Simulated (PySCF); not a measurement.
**Complex of formaldehyde and water**

The system is a cluster of formaldehyde and water, neutral, singlet.

Parts: 1 = formaldehyde (C=O), atoms 1–4; 2 = water (O), atoms 5–7.

```tsv
atom	part	x (Å)	y (Å)	z (Å)
C1	1	-0.0297	-0.0774	-0.0274
O2	1	0.8306	-0.6586	-0.6304
H3	1	-0.6917	-0.6073	0.6820
H4	1	-0.1938	1.0076	-0.1561
O5	2	1.6674	1.6939	-1.9965
H6	2	1.6268	0.7698	-1.7097
H7	2	2.4498	1.7573	-2.5474
```

In these coordinates O2···H6 is 1.959 Å. Part 2 is then moved rigidly along that line, all else held; at short range other atoms may come into contact.

The starting structure comes from a short search with a few starts; no frequency run checks that it is a minimum, and another way of binding may lie lower.

Method: CCSD(T)/aug-cc-pVDZ and MP2/aug-cc-pVTZ, aug-cc-pVQZ counterpoise interaction energy, frozen core, gas phase (PySCF). The geometry comes from PBE0-D3(BJ)/def2-TZVPD.

Counterpoise energies in eV, cluster less the parts frozen as they stand in it; small is aug-cc-pVDZ, large aug-cc-pVQZ. Estimated limit: HF in aug-cc-pVQZ, MP2 correlation extrapolated as X⁻³ from aug-cc-pVTZ and aug-cc-pVQZ, and CCSD(T) less MP2 in aug-cc-pVDZ; it isn't the exact limit.

Results

| O2···H6 (Å) | HF large | MP2 large | SCS-MP2 large | CCSD(T) small | CCSD(T) limit est. |
| --- | --- | --- | --- | --- | --- |
| 1.763 | -0.093 | -0.194 | -0.155 | -0.143 | -0.196 |
| 1.861 | -0.138 | -0.219 | -0.187 | -0.180 | -0.223 |
| 1.959 | -0.161 | -0.227 | -0.200 | -0.197 | -0.231 |
| 2.057 | -0.170 | -0.223 | -0.201 | -0.200 | -0.227 |
| 2.155 | -0.170 | -0.212 | -0.194 | -0.196 | -0.216 |
| 2.449 | -0.147 | -0.167 | -0.156 | -0.160 | -0.170 |
| 2.939 | -0.097 | -0.101 | -0.097 | -0.099 | -0.102 |
| 3.918 | -0.043 | -0.040 | -0.039 | -0.039 | -0.041 |

The 8 runs took 24 min in all, one thread each of Arm Neoverse N1 on a shared host, launched as `OMP_NUM_THREADS=1 python cluster_run.py task.json out`.
